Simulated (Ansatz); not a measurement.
Saddle point of SiNH8F, closed shell (SiH₄ + NH₃ + HF → SiNH₅ ([NH2][SiH3]) + HF + H₂; bonds formed: Si1–N7, H2–H8, H6–F9; bonds broken: Si1–H2, H6–N7, H8–F9), PBE0-D4/def2-TZVP structure:

Si1  (-0.450, 0.038, -1.006)
H2  (0.207, -1.497, -0.164)
H3  (0.438, -0.470, -2.079)
H4  (-0.842, 1.391, -1.566)
H5  (-1.767, -0.584, -0.749)
H6  (0.324, 0.141, 1.316)
N7  (0.373, 0.841, 0.489)
H8  (0.199, -1.465, 0.804)
F9  (0.227, -1.146, 1.956)
H10  (-0.064, 1.732, 0.704)
H11  (1.355, 1.019, 0.295)
(Å)

Energies are electronic, without zero-point energy. Barriers and step energies count from the start structure reached by relaxing down the imaginary mode; all methods use the PBE0-D4 structures, on which another method's saddle can fall below an end. Program: Ansatz 0.2.0. Basis: def2-TZVPP, with def2-QZVPP for the basis limit. Cores are frozen in the correlated methods. B3LYP uses VWN-RPA correlation. Extrapolation: Hartree–Fock as exp(−7.88 √X), correlation as X^−2.97.

```json
{"method": "SPW92", "barrier (eV)": "0.829", "step energy (eV)": "0.074"}
{"method": "PBE-D4", "barrier (eV)": "1.228", "step energy (eV)": "0.021"}
{"method": "BLYP-D4", "barrier (eV)": "1.384", "step energy (eV)": "-0.028"}
{"method": "r2SCAN-D4", "barrier (eV)": "1.336", "step energy (eV)": "-0.009"}
{"method": "B97M-V", "barrier (eV)": "1.469", "step energy (eV)": "0.054"}
{"method": "PBE0-D4", "barrier (eV)": "1.411", "step energy (eV)": "0.024"}
{"method": "B3LYP-D4", "barrier (eV)": "1.519", "step energy (eV)": "-0.013"}
{"method": "r2SCAN0-D4", "barrier (eV)": "1.477", "step energy (eV)": "-0.001"}
{"method": "BHLYP-D4", "barrier (eV)": "1.728", "step energy (eV)": "-0.002"}
{"method": "CAM-B3LYP-D4", "barrier (eV)": "1.550", "step energy (eV)": "0.006"}
{"method": "wB97X-V", "barrier (eV)": "1.587", "step energy (eV)": "0.005"}
{"method": "wB97M-V", "barrier (eV)": "?", "step energy (eV)": "-0.006"}
{"method": "B2PLYP", "barrier (eV)": "1.627", "step energy (eV)": "-0.012"}
{"method": "PBE-QIDH", "barrier (eV)": "?", "step energy (eV)": "-0.009"}
{"method": "RPA on PBE", "barrier (eV)": "1.689", "step energy (eV)": "-0.003"}
{"method": "HF", "barrier (eV)": "?", "step energy (eV)": "0.037"}
{"method": "MP2", "barrier (eV)": "1.610", "step energy (eV)": "-0.079"}
{"method": "CCSD", "barrier (eV)": "1.794", "step energy (eV)": "0.007"}
{"method": "CCSD(T)", "barrier (eV)": "1.682", "step energy (eV)": "-0.010"}
```

Q: Fill in the withheld barriers. (To be estimated.)

A: Computed: PBE-QIDH 1.560; wB97M-V 1.569; HF 2.351 eV. Each is the energy of the saddle less that of the start structure, by the same method.

For comparison, the barrier by CCSD(T) at an estimated basis limit (MP2 extrapolated from triple and quadruple zeta, plus CCSD(T) − MP2 in triple zeta) is 1.635 eV.

The T1 diagnostic stays at or below 0.012.

Labels in which every atom is bracketed show which atoms are joined, not bond orders.

For scale, one of the runs: CCSD(T)/def2-TZVPP, 216 basis functions, launched by `ansatz run in.yaml --threads 4 --pin off --events-out ev --progress --plain --max-ram 9574MiB`. Time: 40 s of wall clock on 4 CPU threads of an Arm Neoverse V2; the host was shared. Peak host memory: 3.2 GiB.
